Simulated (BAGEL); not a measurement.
**BH3 (SMILES B): HF/3-21G (density fitting with qzvpp-jkfit)**

Aim: the energy change on altering one bond length of BH3 at HF/3-21G (density fitting with qzvpp-jkfit), from 2 runs. 

The calculation is run with BAGEL 1.2.2.

17 further runs of the same task are left out: 17 set aside as unsound or not needed.

### Step 1. The structure to begin with

BH3: 4 atoms, total charge 0, spin state singlet. SMILES: `B`. The coordinates come from a PBE0-D4/def2-TZVP relaxation.

Bond lengths: B1–H2 1.193 Å, B1–H3 1.193 Å, B1–H4 1.193 Å. Angles: H2–B1–H3 120.0°, H2–B1–H4 120.0°, H3–B1–H4 120.0°.

### Step 2. The energy at HF/3-21G (density fitting with qzvpp-jkfit)

Contents of hf.json:

```json
{ "bagel" : [

{
  "title" : "molecule",
  "basis" : "3-21g",
  "df_basis" : "qzvpp-jkfit",
  "angstrom" : "true",
  "geometry" : [
    { "atom" : "B", "xyz" : [       0.013900,      -0.015100,      -0.005100 ] },
    { "atom" : "H", "xyz" : [       0.982200,       0.381700,       0.568800 ] },
    { "atom" : "H", "xyz" : [      -0.276200,      -1.171800,       0.043000 ] },
    { "atom" : "H", "xyz" : [      -0.664400,       0.744900,      -0.626900 ] }
  ]
},

{
  "title" : "hf"
},

{
  "title" : "print",
  "file" : "orbitals.molden",
  "orbitals" : "true"
}

]}
```

On the command line:

```
$ BAGEL_NUM_THREADS=1 BAGEL hf.json > hf.out
```

What it wrote:

```text
* using 1 threads per process

  ===============================================================
  ===============================================================

  *** Geometry ***

  { "atom" : "B", "xyz" : [      0.026267,     -0.028535,     -0.009638 ] },
  { "atom" : "H", "xyz" : [      1.856089,      0.721308,      1.074876 ] },
  { "atom" : "H", "xyz" : [     -0.521942,     -2.214381,      0.081258 ] },
  { "atom" : "H", "xyz" : [     -1.255534,      1.407657,     -1.184669 ] },

  Number of auxiliary basis functions:      129

  Since a DF basis is specified, we compute 2- and 3-index integrals:
    o Being stored without compression. Storage requirement is 0.000 GB

  Number of basis functions:       15
  Number of electrons      :        8

    * METHOD: MOLECULE                             0.02

  *** RHF ***

  === Nuclear Repulsion ===
     7.4188382348

      * DIIS with orbital gradients will be used.

  === RHF iteration (3-21g) ===
      0        -26.22337676          0.02186834           0.00
      1        -26.23639178          0.00530618           0.00
      2        -26.23726320          0.00037191           0.00
      3        -26.23726923          0.00007064           0.00
      4        -26.23726952          0.00000403           0.00
      5        -26.23726952          0.00000025           0.00
      6        -26.23726952          0.00000001           0.00
    * SCF iteration converged.

    * Permanent dipole moment:
           (   -0.000035,     0.000020,     0.000080) a.u.

    * METHOD: HF                                   0.03

    * METHOD: PRINT                                0.00

  ===============================================================
```

It took 0.28 s on 1 thread of Intel Xeon Platinum 8488C (Sapphire Rapids), shared host.

### Step 3. The distorted shape

Contents of job.json:

```json
{ "bagel": [

{
  "title": "molecule",
  "basis": "3-21g",
  "df_basis": "qzvpp-jkfit",
  "angstrom": true,
  "geometry": [
    { "atom": "B", "xyz": [    0.158940,    0.563211,   -0.029148 ] },
    { "atom": "H", "xyz": [    1.127240,    0.960011,    0.544752 ] },
    { "atom": "H", "xyz": [   -0.276200,   -1.171800,    0.043000 ] },
    { "atom": "H", "xyz": [   -0.519360,    1.323211,   -0.650948 ] }
  ]
},
{
  "title": "hf"
},
{
  "title": "print",
  "file": "orbitals.molden",
  "orbitals": true
}

]}
```

On the command line:

```
$ BAGEL_NUM_THREADS=1 BAGEL job.json > job.out
```

What it wrote:

```text
* using 1 threads per process

  ===============================================================
  ===============================================================

  *** Geometry ***

  { "atom" : "B", "xyz" : [      0.300353,      1.064315,     -0.055082 ] },
  { "atom" : "H", "xyz" : [      2.130175,      1.814158,      1.029432 ] },
  { "atom" : "H", "xyz" : [     -0.521942,     -2.214381,      0.081258 ] },
  { "atom" : "H", "xyz" : [     -0.981448,      2.500506,     -1.230113 ] },

  Number of auxiliary basis functions:      129

  Since a DF basis is specified, we compute 2- and 3-index integrals:
    o Being stored without compression. Storage requirement is 0.000 GB

  Number of basis functions:       15
  Number of electrons      :        8

    * METHOD: MOLECULE                             0.02

  *** RHF ***

  === Nuclear Repulsion ===
     6.5748026544

      * DIIS with orbital gradients will be used.

  === RHF iteration (3-21g) ===
      0        -26.14424769          0.02408992           0.00
      1        -26.16210221          0.00673982           0.00
      2        -26.16353294          0.00126528           0.00
      3        -26.16359297          0.00014739           0.00
      4        -26.16359410          0.00001076           0.00
      5        -26.16359411          0.00000153           0.00
      6        -26.16359411          0.00000015           0.00
      7        -26.16359411          0.00000003           0.00
      8        -26.16359411          0.00000000           0.00
    * SCF iteration converged.

    * Permanent dipole moment:
           (   -0.086423,    -0.344471,     0.014386) a.u.

    * METHOD: HF                                   0.03

    * METHOD: PRINT                                0.00

  ===============================================================
```

It took 0.28 s on 1 thread of Intel Xeon Platinum 8488C (Sapphire Rapids), shared host.

### Step 4. Summary of results

At HF/3-21G (density fitting with qzvpp-jkfit):

| quantity | value |
| --- | --- |
| first shape: total energy | -26.23727 Eh |
| first shape: dipole moment | 0.00 D |
| first shape: HOMO energy | -13.57 eV |
| first shape: LUMO energy | 2.09 eV |
| first shape: HOMO–LUMO gap | 15.66 eV |
| distorted shape: total energy | -26.16359 Eh |
| distorted shape: dipole moment | 0.90 D |
| distorted shape: HOMO energy | -11.05 eV |
| distorted shape: LUMO energy | 1.77 eV |
| distorted shape: HOMO–LUMO gap | 12.81 eV |
| energy change with the B1–H3 bond stretched from 1.193 to 1.790 Å | 2.005 eV |

With the B1–H3 bond stretched from 1.193 to 1.790 Å the energy rises by 2.00 eV (193 kJ/mol). The first shape isn't relaxed at this level, so the change isn't measured from a minimum.
